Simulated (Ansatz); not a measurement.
Antifluorite Mg₂Ge was calculated with LDA (Ansatz, a program for electronic structure, PAW).

Run with plane-wave cutoff 520 eV, 10×10×10 k mesh, Fermi–Dirac smearing 0.01 eV, scalar-relativistic PAW data made under PBE.

Computed at the level's own relaxed cell.

Problem. Estimate the lattice constant a, smallest direct gap on the k points sampled, pressure derivative B′ of the bulk modulus and volume per atom that the calculation returns.

Solution. 
- lattice constant a: 6.286 Å
- smallest direct gap on the k points sampled: 1.16 eV
- pressure derivative B′ of the bulk modulus: 4.2
- volume per atom: 20.70 Å³/atom

Measured, for comparison: lattice constant a 6.385 Å, equilibrium volume per atom 21.69 Å³/atom (temperature not stated, not corrected to a static lattice; as tabulated in Grosch, Range, J. Alloys Compd. 235, 250 (1996)). Computed (rounded) less measured: lattice constant a -1.6 %, equilibrium volume per atom -4.6 %. A static lattice is as a rule a little smaller and stiffer than an uncorrected measurement, which narrows the difference in the lattice constant a and would widen misses of the other sign.

Spin–orbit coupling is not included; it can close the smallest gap of 0.10 eV.

The computed numbers hold no vibrational or temperature effects.
